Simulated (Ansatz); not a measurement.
# BH3O: the cost of one run

Program: Ansatz 0.2.0, Gaussian basis. Level of theory: def2-QZVPP, core rule «outside noble gas», up to 2 orbitals frozen. These are calculated values, not measurements.

The runs, in order: UHF; ROHF; CCSD(T) on UHF.

2 further runs of the same task are left out: 2 set aside as unsound or not needed.

## 1. The geometry

The geometry is a PBE0/def2-TZVP stationary point (not a proven minimum) of the parent state, kept for this charge and spin.

5 atoms, charge 1, spin multiplicity 2.

Atoms are counted from 1 here; the program's logs count them from 0.

Bond lengths: B1–O2 1.348 Å, B1–H3 1.202 Å, B1–H4 1.196 Å, O2–H5 0.961 Å. Angles: O2–B1–H3 120.6°, O2–B1–H4 116.8°, H3–B1–H4 122.6°, B1–O2–H5 113.5°.

As a file:

```
atom   x (Å)    y (Å)    z (Å)
  B1  0.0000   0.0591   0.7405
  O2  0.0000  -0.0998  -0.5978
  H3  0.0000   1.1582   1.2267
  H4  0.0000  -0.9374   1.4021
  H5  0.0000   0.7297  -1.0823
```

## 2. UHF

The input, in.yaml:

```yaml
crystal:
  periodic: [false, false, false]
  atoms:
    - {symbol: B, position_ang: [0.000000, 0.059110, 0.740549]}
    - {symbol: O, position_ang: [0.000000, -0.099827, -0.597826]}
    - {symbol: H, position_ang: [0.000000, 1.158248, 1.226704]}
    - {symbol: H, position_ang: [0.000000, -0.937399, 1.402080]}
    - {symbol: H, position_ang: [0.000000, 0.729726, -1.082284]}
basis:
  gaussian: {orbitals: "def2-QZVPP.json"}
total_charge: 1
magnetization: {spin_polarized: true, initial_magnetization: 1}
hamiltonian: {xc: hf}
output: {orbitals: {seedname: orbitals}}
```

The run is started by

```bash
$ ansatz run in.yaml --threads 1 --pin off --events-out ev --progress --plain --max-ram 2393MiB
```

Q: Estimate wall time and peak memory on 1 thread of Arm Neoverse V1, shared host.

About 9.5 s, with a peak of 0.33 GiB.
